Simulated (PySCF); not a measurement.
Vibration and rotation of BN

ROHF-CCSD(T) constants of BN, ³Π (triplet), unpaired electrons σ ↑, π ↑ (PySCF, spin-free X2C with a Gaussian nucleus, basis sets B jorge-DZP-DKH, N jorge-DZP-DKH; masses 11.0093 and 14.0031 u):

```
ωe          : 1468.9 cm⁻¹
ωexe        : 13.1 cm⁻¹
Be          : 1.5011 cm⁻¹
αe          : 0.0178 cm⁻¹
De to B + N : 3.76 eV
```

Question: What force constant and bond length do these constants imply?

Answer: Reduced mass μred = 6.1635 u; k = 5.8918×10⁻⁷·μred·ωe² (u, cm⁻¹, mdyn/Å) = 7.84 mdyn/Å; Re = √(16.8576/(μred·Be)) (u, cm⁻¹, Å) = 1.350 Å.

Question: Estimate the centrifugal constant D from the Kratzer relation and find the Dunham coefficient a1.

Answer: D = 4Be³/ωe² = 6.27e-06 cm⁻¹; a1 = −1 − αeωe/(6Be²) = -2.93.

Correlated steps freeze 2 core orbitals. Correlated levels converge slowly with the basis: in double zeta they bind strong bonds too weakly, by up to about 1 eV, and carry superposition errors of some tenths. The CCSD T1 diagnostic is raised, a sign that a single reference may not be enough here. The state was picked by a PBE0 search and need not be the measured ground state.
